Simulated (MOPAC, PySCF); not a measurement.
BCl3, SMILES `ClB(Cl)Cl`, neutral singlet in the gas phase. 

Cartesian coordinates (Å):
SMILES: ClB(Cl)Cl
```xyz
4

Cl    -1.1276    -1.3376    -0.0462
B      0.0001     0.0000    -0.0002
Cl    -0.5937     1.6461    -0.0253
Cl     1.7212    -0.3085     0.0717
```
Charge 0, spin multiplicity 1.

All levels are single points at this geometry (B3LYP-D3(BJ)/def2-SVP); Pople sets use spherical d functions. Orbital energies aren't observables, and empty levels follow the basis.

```json
[
 {"level": "B3LYP-D3(BJ)/def2-TZVP in PySCF", "HOMO (eV)": "-8.82", "LUMO (eV)": "-1.92", "gap (eV)": "6.90", "dipole (D)": "0.00", "vertical IE, Delta-SCF (eV)": "11.21"},
 {"level": "B3LYP/3-21G in PySCF", "HOMO (eV)": "-9.08", "LUMO (eV)": "-2.17", "gap (eV)": "6.91", "dipole (D)": "0.00", "vertical IE, Delta-SCF (eV)": "–"},
 {"level": "B3LYP/6-311+G** in PySCF", "HOMO (eV)": "-8.91", "LUMO (eV)": "-2.02", "gap (eV)": "6.89", "dipole (D)": "0.00", "vertical IE, Delta-SCF (eV)": "–"},
 {"level": "B3LYP/6-31G* in PySCF", "HOMO (eV)": "-8.78", "LUMO (eV)": "-1.85", "gap (eV)": "6.93", "dipole (D)": "0.00", "vertical IE, Delta-SCF (eV)": "11.24"},
 {"level": "PBE/6-31G* in PySCF", "HOMO (eV)": "-7.64", "LUMO (eV)": "-2.60", "gap (eV)": "5.04", "dipole (D)": "0.00", "vertical IE, Delta-SCF (eV)": "10.82"},
 {"level": "HF/6-31G* in PySCF", "HOMO (eV)": "-12.54", "LUMO (eV)": "2.03", "gap (eV)": "14.57", "dipole (D)": "0.00", "vertical IE, Delta-SCF (eV)": "11.88"},
 {"level": "PM3 in MOPAC", "HOMO (eV)": "-10.55", "LUMO (eV)": "-0.36", "gap (eV)": "10.19", "dipole (D)": "0.00", "vertical IE, Delta-SCF (eV)": "–"},
 {"level": "PM6 in MOPAC", "HOMO (eV)": "-11.55", "LUMO (eV)": "-1.55", "gap (eV)": "10.00", "dipole (D)": "0.00", "vertical IE, Delta-SCF (eV)": "–"},
 {"level": "PM7 in MOPAC", "HOMO (eV)": "-11.83", "LUMO (eV)": "-2.16", "gap (eV)": "9.67", "dipole (D)": "0.00", "vertical IE, Delta-SCF (eV)": "–"}
]
```
